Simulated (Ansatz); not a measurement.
Geometry optimisation, RKS BLYP-D4/def2-SVP in Ansatz.

Input:

```yaml
crystal:
  periodic: [false, false, false]
  atoms:
    - { symbol: "N", position_ang: [-0.4619, -0.29, -0.6809] }
    - { symbol: Si, position_ang: [-0.3271, 1.3198, -0.4113] }
    - { symbol: Si, position_ang: [0.2948, -1.3887, 0.0411] }
    - { symbol: H, position_ang: [-1.4145, -0.485, -0.789] }
    - { symbol: H, position_ang: [1.0824, 1.7677, -0.5761] }
    - { symbol: H, position_ang: [-0.8432, 1.6606, 0.9385] }
    - { symbol: H, position_ang: [1.8203, -1.1947, -0.0447] }
    - { symbol: H, position_ang: [-0.0585, -1.4468, 1.4665] }
basis:
  gaussian: { orbitals: def2-SVP }
hamiltonian:
  xc: blyp
  dispersion: d4
relax:
  f_tol: 0.015
  max_steps: 40
output:
  orbitals: {}
```

Launched with:

```bash
$ ansatz run input.yaml --threads 1 --pin off --max-ram 2048MiB --backend cpu --events-out ev --progress --plain --runs-dir out
```

Question: Where does it end, and by what steps?

Answer: The forces met the threshold. The force dipped under the threshold on the way, but the program's further checks kept it going. After 21 steps the energy has fallen by 2.100 eV; H6 moved furthest, 0.79 Å.

| step | energy less start (eV) | largest force component (eV/Å) | accepted |
| --- | --- | --- | --- |
| 0 | 0.0000 | 6.925 | yes |
| 1 | -1.3660 | 3.648 | yes |
| 2 | -1.9590 | 1.321 | yes |
| 3 | -2.0638 | 0.425 | yes |
| 4 | -2.0837 | 0.249 | yes |
| 5 | -2.0898 | 0.067 | yes |
| 6 | -2.0908 | 0.036 | yes |
| 7 | -2.0910 | 0.023 | yes |
| 8 | -2.0917 | 0.065 | yes |
| 9 | -2.0921 | 0.059 | yes |
| 10 | -2.0923 | 0.182 | yes |
| 11 | -2.0948 | 0.036 | yes |
| 12 | -2.0960 | 0.047 | yes |
| 13 | -2.0932 | 0.170 | no |
| 14 | -2.0973 | 0.109 | yes |
| 15 | -2.0980 | 0.114 | yes |
| 16 | -2.0989 | 0.076 | yes |
| 17 | -2.0992 | 0.039 | yes |
| 18 | -2.0995 | 0.008 | yes |
| 19 | -2.0995 | 0.019 | yes |
| 20 | -2.0996 | 0.016 | yes |
| 21 | -2.0996 | 0.014 | yes |

```xyz
8
Properties=species:S:1:pos:R:3
N -0.658 -0.313 -0.835
Si -0.350 1.383 -0.327
Si 0.302 -1.284 0.238
H -1.513 -0.625 -1.294
H 0.991 1.810 -0.896
H -0.171 1.323 1.188
H 1.720 -0.800 0.245
H -0.229 -1.552 1.625
```

Whether the end is a true minimum wasn't checked by a vibrational analysis.

Run time: 64 s on 1 thread of Intel(R) Xeon(R) Platinum 8375C CPU @ 2.90GHz (Ice Lake), on a shared host, peak memory 0.15 GiB.
